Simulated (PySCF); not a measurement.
Geometry:
```json
{"atom": "F1", "x (Å)": "0.060", "y (Å)": "-0.141", "z (Å)": "1.396"}
{"atom": "C2", "x (Å)": "0.005", "y (Å)": "-0.006", "z (Å)": "0.067"}
{"atom": "Cl3", "x (Å)": "-0.458", "y (Å)": "1.661", "z (Å)": "-0.313"}
{"atom": "Cl4", "x (Å)": "1.603", "y (Å)": "-0.371", "z (Å)": "-0.604"}
{"atom": "Cl5", "x (Å)": "-1.201", "y (Å)": "-1.140", "z (Å)": "-0.563"}
```

Geometry: GFN2-xTB; GIAO absolute shieldings from PySCF, gas phase, non-relativistic, averaged over equivalent atoms.

At mPW1PW91/3-21G (57 basis functions, roughly 1.9 core-seconds):
```json
{"atoms": "F1", "σ (ppm)": "196.0"}
{"atoms": "C2", "σ (ppm)": "74.8"}
{"atoms": "Cl3/Cl4/Cl5", "σ (ppm)": "448.6"}
```

Question: Estimate the result of repeating the calculation with revPBE/3-21G.

Answer: 
```tsv
atoms	σ at revPBE/3-21G	change
F1	158.5	-37.5
C2	69.4	-5.4
Cl3/Cl4/Cl5	410.3	-38.3
```

The largest change is at Cl3/Cl4/Cl5 (chlorine bonded to C). Cost: 57 basis functions, roughly 2.3 core-seconds.

Carbons that carry Cl, above all several Cl atoms, come out too deshielded, partly because spin–orbit coupling is missing.
